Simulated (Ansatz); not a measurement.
# CHOSi, doublet in cc-pVDZ: errors against UCCSDT(Q)

Geometry: a PBE0/def2-TZVP stationary point for this spin, not checked as a minimum.

```yaml
atoms:
  - { symbol: C, position_ang: [0.0000, -0.0240, 2.1548] }
  - { symbol: O, position_ang: [0.0000, 0.0648, 1.0313] }
  - { symbol: Si, position_ang: [0.0000, -0.0783, -1.4631] }
  - { symbol: H, position_ang: [0.0000, 1.4400, -1.2794] }
```

Basis cc-pVDZ; Ansatz 0.2.0. Correlated methods freeze the noble-gas cores, which leaves 15 electrons in 44 orbitals. Prefix R: restricted or restricted open-shell reference; prefix U: unrestricted. Active spaces: frontier = (9e, 9o) about the gap.

Full CI isn't at hand for all of this; UCCSDT(Q) serves as the reference, and is uncertain by about the last step of the cluster series. The frozen core follows each run's orbitals, which can shift R against U totals by a few meV.

For open shells CISD is restricted-active-space CI with the open shells as a complete middle space.

```
UHF ⟨S²⟩                          : 0.775
T1 diagnostic (RCCSD)             : 0.0207
largest doubles amplitude (RCCSD) : 0.075
T1 diagnostic (UCCSD)             : 0.0208
```

```csv
level,E − E(UCCSDT(Q)) (mEh),share of correlation (%),wall time
RHF,404.37,0.00,–
UHF,400.02,1.08,–
RMP2,45.59,88.72,–
UMP2,46.11,88.60,–
CISD,57.99,85.66,8.5 s
RCCSD,15.16,96.25,–
UCCSD,15.04,96.28,–
RCCSD(T),2.14,99.47,9 s
UCCSD(T),2.12,99.47,12 s
BCCD(T),2.02,99.50,4.1 s
RCCSDT,1.18,99.71,–
UCCSDT,1.17,99.71,–
RCCSDT(Q),0.17,99.96,94 s
CASSCF (frontier space),254.88,36.97,–
MRCISD (frontier space),26.52,93.44,–
MRCISD+Q (frontier space),2.44,99.40,42 s
```

The correlation energy at UCCSDT(Q), counted from RHF, is -11.003 eV. That run took 86 s on 1 thread of Arm Neoverse V1, shared host.

Times hold each run's SCF and search for its determinant on a shared host, so for small cases they say little of a method's own cost; they ran on 1 thread of Arm Neoverse V1. Some runs computed forces too.

Atomization energy (electronic, same basis, no zero-point term; atoms at the same level, unrestricted beside the R rows where the molecule is a closed shell, with restricted open-shell steps beyond CCSDT(Q)) at UCCSDT(Q): 1294.6 kJ/mol. Errors of other levels:

| level | error (kJ/mol) |
| --- | --- |
| RHF | -352.8 |
| UHF | -374.0 |
| RMP2 | 36.7 |
| UMP2 | 33.6 |
| CISD | -135.1 |
| RCCSD | -29.5 |
| UCCSD | -30.0 |
| RCCSD(T) | -2.8 |
| UCCSD(T) | -3.1 |
| BCCD(T) | -2.5 |
| RCCSDT | -2.5 |
| UCCSDT | -2.8 |
| RCCSDT(Q) | -0.2 |

This basis is far from its limit, so the value isn't to be set against a measured one. Truncated CI isn't size-consistent, which counts against it in atomization.
